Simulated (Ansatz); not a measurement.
```yaml
crystal:
  periodic: [false, false, false]
  atoms:
    - {symbol: N, position_ang: [-1.402284, -0.663234, 0.033868]}
    - {symbol: C, position_ang: [-0.381156, -0.185792, -0.566146]}
    - {symbol: Al, position_ang: [1.059337, 0.476595, 0.618354]}
    - {symbol: H, position_ang: [-2.115828, -0.996643, -0.622591]}
    - {symbol: H, position_ang: [-0.338488, -0.164643, -1.668707]}
    - {symbol: H, position_ang: [0.843168, 0.416611, 2.182756]}
    - {symbol: H, position_ang: [2.396452, 1.049206, -0.023235]}
basis:
  gaussian: {orbitals: "6-31++G**", final_grid: {core_spheres: 1, valence_spheres: 1, degree: 1}}
hamiltonian: {xc: {name: r2SCAN}}
```

```sh
$ ansatz run in.yaml --threads 2 --pin off --events-out ev --progress --plain --max-ram 4352MiB
```

Output, abridged:

```
Functional definition: r2SCAN
867 factors; their error is unknown
mean field evaluation 1: about -9177.7422 eV, gradient 5.4e1 eV
mean field evaluation 2: about -9123.5038 eV, gradient 1.2e2 eV
mean field evaluation 4: about -9184.4991 eV, gradient 1.3e1 eV
mean field evaluation 8: about -9156.9628 eV, gradient 8.4e1 eV
mean field evaluation 16: about -9173.9765 eV, gradient 3.0e-1 eV
mean field evaluation 32: about -9177.5675 eV, gradient 6.9e-2 eV
mean field evaluation 64: about -9177.5500 eV, gradient 1.2e0 eV
mean field -9177.56764748 eV, -337.2693902661 hartree, gradient 6.6e-5 eV, S^2 0.000000; 2 other end points of the search recorded, 0 dependent functions left out
reference -9177.56765057 eV, -337.2693903796 hartree; 15, 15 occupied and 70, 70 virtual orbitals, 867 factors
Total energy: -9177.56765057 eV, -337.2693903796 hartree
```

In this input the integration grid is far too coarse. The calculation finished and met its thresholds. The result belongs to that input, not to the molecule as meant.
